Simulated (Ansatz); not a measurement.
Born–Oppenheimer molecular dynamics of BClH2O (5 atoms, charge 0, multiplicity 1). It starts from a relaxed structure.

These are results of RKS B3LYP-D4/def2-SVP in Ansatz 0.2.0, not measurements.

```json
{
  "ensemble": "NVE (velocity Verlet)",
  "time step": "0.5 fs",
  "steps asked": "150",
  "starting velocities drawn for": "500 K",
  "masses": "H 2.014 u",
  "seed": "842940"
}
```

First frame:

```xyz
5
Properties=species:S:1:pos:R:3
B -0.029 -0.024 0.011
O -0.018 -0.113 1.349
H -0.898 -0.175 1.749
H 1.011 0.058 -0.580
Cl -1.557 -0.027 -0.898
```

**Question.** How far do the bonds stretch over the last three quarters of this one trajectory? (Pairs bonded in most of those frames.)

**Answer.** 
```
  bond  mean (Å)  spread (Å)  shortest  longest
 B1–O2     1.346       0.025      1.30     1.38
 B1–H4     1.202       0.009      1.19     1.22
B1–Cl5     1.783       0.024      1.74     1.83
 O2–H3     0.976       0.037      0.92     1.03
```

Mean temperature of the second half: 259 K. The conserved energy stayed within 0.28 meV per atom of its start (net change 0.26 meV per atom), so the integration is sound. The temperature averaged 0.52 of the 500 K drawn at the start: a run that starts near a minimum puts about half its kinetic energy into the potential. A run of 0.075 ps of so small a system gives no equilibrium averages.

The run took 2.9 min on 1 thread of Arm Neoverse V1, on a shared host, peak memory 0.099 GiB.
